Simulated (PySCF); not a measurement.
**AlCl−: from the state search to spectroscopic constants**

One job finds the state of AlCl−, follows it along the bond with each method and fits the curves.

Program: PySCF 2.14.0. Level of theory: Al aug-cc-pVDZ-DK, Cl aug-cc-pVDZ-DK, spin-free X2C with a Gaussian nucleus. These are calculated values, not measurements.

1 further run of the same task is left out (set aside as unsound or not needed).

### 1 Input

Settings of the job:

* atoms: Al, Cl
* charge: -1
* basis: Al aug-cc-pVDZ-DK, Cl aug-cc-pVDZ-DK
* Hamiltonian: spin-free X2C with a Gaussian nucleus
* basis functions: 54
* electrons treated: 31
* masses in u: 26.9815, 34.9689
* levels: PBE0, PBE, r²SCAN, LDA, BP86, r²SCANh, HSE06, HF, MP2, SCS-MP2, CCSD, CCSD(T)
* grid: 80 radial by 434 angular points
* occupations: held fixed by the projection of orbital angular momentum
* dissociation limit: Al + Cl−, each in its ground configuration
* starting distance in angstrom: 2.265
* values of 2S to try: 1, 3

Run with:

```console
$ OMP_NUM_THREADS=1 python dia.py task.json out
```

After this run come: First curve: PBE0; Higher solutions at PBE0; PBE (GGA); r²SCAN; LDA; BP86 (GGA); r²SCANh; HSE06; UHF; MP2 and coupled cluster.

Before running it: what results should come out? Wanted: for each run, Re; ωe; De; μ.

As calculated:

Lowest PBE0 solution found, without spin–orbit coupling: ²Π (doublet), unpaired electrons π ↑. State 2 has its PBE0 minimum 2.27 eV higher. The other levels ran on the lowest alone.

```csv
level,Re (Å),ωe (cm⁻¹),De (eV),μ (D)
UHF,2.372,296.2,1.31,3.08
UHF-MP2,2.358,313,1.54,n/a
UHF-SCS-MP2,2.368,306,1.47,n/a
UHF-CCSD,2.370,307,1.46,n/a
UHF-CCSD(T),2.369,309,1.51,n/a
LDA,2.302,345,2.07,3.58
PBE,2.346,320,1.78,3.40
BP86,2.349,318,1.72,3.43
r²SCAN,2.329,329,1.79,3.57
r²SCANh,2.329,329,1.77,3.49
PBE0,2.335,325,1.73,3.32
HSE06,2.337,323,1.73,3.32
```

De is counted to Al + Cl− in their ground configurations. A positive dipole points from Al to Cl; in an ion it is taken about the centre of mass and does not tell which atom is negative.

Differences from CCSD(T) in the same basis:

```csv
level,Re (mÅ),ωe (%)
UHF,+3,-4.0
UHF-MP2,-11,+1.3
UHF-SCS-MP2,-1,-0.9
UHF-CCSD,0,-0.6
LDA,-67,+11.7
PBE,-23,+3.7
BP86,-20,+3.0
r²SCAN,-40,+6.6
r²SCANh,-41,+6.7
PBE0,-34,+5.4
HSE06,-32,+4.6
```

Against CCSD(T) in the same basis, the bond length is nearest at UHF-CCSD (0 mÅ) and farthest at LDA (-67 mÅ); the wavenumber is nearest at UHF-CCSD (-0.6 %) and farthest at LDA (+11.7 %). CCSD(T) in a basis this small is itself some way from its limit, more so than the functionals. Among the levels with a De in the table, it runs from 1.31 eV (UHF) to 2.07 eV (LDA).

Correlated steps freeze 10 core orbitals. With some functionals the highest level of the anion is positive, from self-interaction error or because the anion is truly unbound there; the finite basis then holds the extra electron, and no neutral molecule was run to test the binding.
